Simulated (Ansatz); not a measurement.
System: tetrafluoromethane, CF4, net charge 0, singlet state. SMILES: FC(F)(F)F
Coordinates optimised at B3LYP-D3(BJ)/def2-TZVP (Ansatz, a first-principles code):
```
C
F 1 1.3260
F 1 1.3260 2 109.47
F 1 1.3260 2 109.47 3 120.00
F 1 1.3260 2 109.47 4 120.00
```
Charge 0, spin multiplicity 1.

Property: vertical triplet-singlet gap, E(triplet) - E(singlet), in eV. Set-up: each state is the SCF solution reached for its charge and spin; 6-311+G** with 5d; open shells spin-unrestricted; no dispersion term unless named; six Cartesian d functions in 6-31G* and its kin unless marked 5d; spin-orbit terms left out; non-relativistic. Ab initio and DFT rows: single points at B3LYP-D3(BJ) geometries (Ansatz). Levels can end on unlike triplets.

| level | program | vertical triplet-singlet gap, E(triplet) - E(singlet) (eV) |
|---|---|---|
| B3LYP/STO-3G | Ansatz | 13.60 |
| B3LYP/3-21G | Ansatz | 13.96 |
| B3LYP/6-31G* | Ansatz | 14.12 |
| B3LYP/6-311+G** | Ansatz | 11.80 |
| B3LYP/def2-TZVPD | Ansatz | 11.72 |

No value to compare with is used here. The 4 habitual levels span 11.80 (B3LYP/6-311+G**) to 14.12 eV (B3LYP/6-31G*); B3LYP/def2-TZVPD gives 11.72.

The sets are all those run for this method; runs whose electronic state is in doubt are left out.
